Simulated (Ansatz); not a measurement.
Cohesive energy (eV/atom) of solids drawn from the class of halides, at two levels: PBE (plane waves, PAW; Ansatz, a first-principles code), and Hartree–Fock in Ansatz (plane waves, PAW).

```csv
solid,PBE,Hartree–Fock
CsCl-type TlCl,2.73,1.89
CsCl-type TlBr,2.53,1.75
rock-salt AgBr,2.27,1.67
fluorite CdF2,3.20,?
rock-salt AgCl,2.43,1.84
fluorite SrCl2,4.03,3.45
cubic perovskite KZnF3,3.63,2.78
```

Task: Estimate the withheld Hartree–Fock value from the other rows.

Result: One way: carry over the typical difference. The differences Hartree–Fock − PBE of the other rows, in order: -0.85, -0.84, -0.78, -0.60, -0.59, -0.58; median -0.690. Fluorite CdF2: 3.20 + (-0.690) = 2.51 eV/atom; the run gives 2.36 eV/atom. The differences spread from -0.85 to -0.58.

Over all 7 rows Hartree–Fock is the larger in 0.

Ansatz's runs of these crystals have no spin polarisation.

Spin–orbit coupling is left out, also for the solids with elements from indium on (CsCl-type TlCl, CsCl-type TlBr); its size isn't shown.

Free atoms are spin-polarised, in the lowest state found; at levels without +SOC their spin–orbit coupling is left out. Each level is taken at its own relaxed cell. Caveats: the cell is over a tenth larger than the published one (another phase or state, or a fault of the published cell, is possible) (Hartree–Fock: CsCl-type TlCl, CsCl-type TlBr, rock-salt AgBr, rock-salt AgCl, fluorite SrCl2). Ansatz's density-functional and Hartree–Fock values are scalar-relativistic unless marked +SOC, with PAW data made under PBE.
